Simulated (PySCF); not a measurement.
Difluorophosphine, F₂HP.
SMILES: `FPF`

The closed-shell ground state was solved at several levels (PySCF, density fitting, gas phase, non-relativistic). Geometry: PBE0-D3(BJ)/def2-SVP; no solvent, vibrations or thermal averaging.

```csv
level,basis functions,HOMO (eV),LUMO (eV),gap (eV),dipole (D)
PBE0/pcSseg-1,63,-8.13,-0.45,7.68,1.67
CAM-B3LYP/def2-SVPD,78,-9.65,0.33,9.98,1.62
```

Task: What might KT3/pcSseg-2 (129 basis functions) give for the same quantities?

Result: HOMO -6.96 eV, LUMO -1.78 eV, gap 5.18 eV, dipole 1.46 D.

Task: Over all these levels, which gives the widest orbital gap and which the narrowest?

Result: CAM-B3LYP/def2-SVPD (range-separated hybrid) has the widest, 9.98 eV, and KT3/pcSseg-2 (GGA) the narrowest, 5.18 eV. Functional and basis both differ between the two, so the spread mixes both effects.

Task: How far do the dipole and the HOMO energy spread over the levels?

Result: The dipole runs from 1.46 to 1.67 D (mean 1.58 D) and the HOMO from -9.65 to -6.96 eV.
